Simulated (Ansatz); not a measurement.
**H$_{2}$N–PH$_{2}$, singlet in cc-pVTZ: errors against RCCSDT(Q)**

Geometry: a PBE0/def2-TZVP stationary point for this spin, not checked as a minimum.

```xyz
6

N    -0.1717    0.0000    1.1589
P     0.1133    0.0000   -0.5688
H     0.2780   -0.8098    1.5725
H     0.2780    0.8098    1.5725
H    -0.8268   -1.0214   -0.8848
H    -0.8268    1.0214   -0.8848
```

Basis cc-pVTZ; Ansatz 0.2.0. Only valence electrons are correlated (noble-gas cores frozen), which leaves 14 electrons in 114 orbitals. Prefix R: restricted or restricted open-shell reference.

Full CI isn't at hand for all of this; RCCSDT(Q) serves as the reference, and is uncertain by the last step of the cluster series or more.

The UHF ⟨S²⟩ is 0.000. The T1 diagnostic (RCCSD) is 0.0115 and the largest doubles amplitude (RCCSD) is 0.040.

```
   level  E − E(RCCSDT(Q)) (kcal/mol)  share of correlation (%)     wall time
     RHF                       267.25                      0.00             –
    RMP2                        29.65                     88.91             –
   RCCSD                        10.67                     96.01             –
RCCSD(T)                         0.94                     99.65  2.9 s (H100)
 BCCD(T)                         0.89                     99.67  3.6 s (H100)
  RCCSDT                         0.47                     99.82             –
```

The correlation energy at RCCSDT(Q), counted from RHF, is -11.589 eV. That run took 16 s on 2 threads of AMD EPYC 7R13 with a shared H100 80 GB, shared host.

Times hold each run's SCF and search for its determinant on a shared host, so for small cases they say little of a method's own cost. Some runs computed forces too.

Atomization energy (electronic, same basis, no zero-point term; atoms at the same level, unrestricted beside the R rows where the molecule is a closed shell, with restricted open-shell steps beyond CCSDT(Q)) at RCCSDT(Q): 1654.5 kJ/mol. Errors of other levels:

```
   level  error (kJ/mol)
     RHF          -540.6
    RMP2           -17.0
   RCCSD           -25.5
RCCSD(T)            -0.7
 BCCD(T)             0.0
  RCCSDT            -1.6
```

This basis is far from its limit, so the value isn't to be set against a measured one.
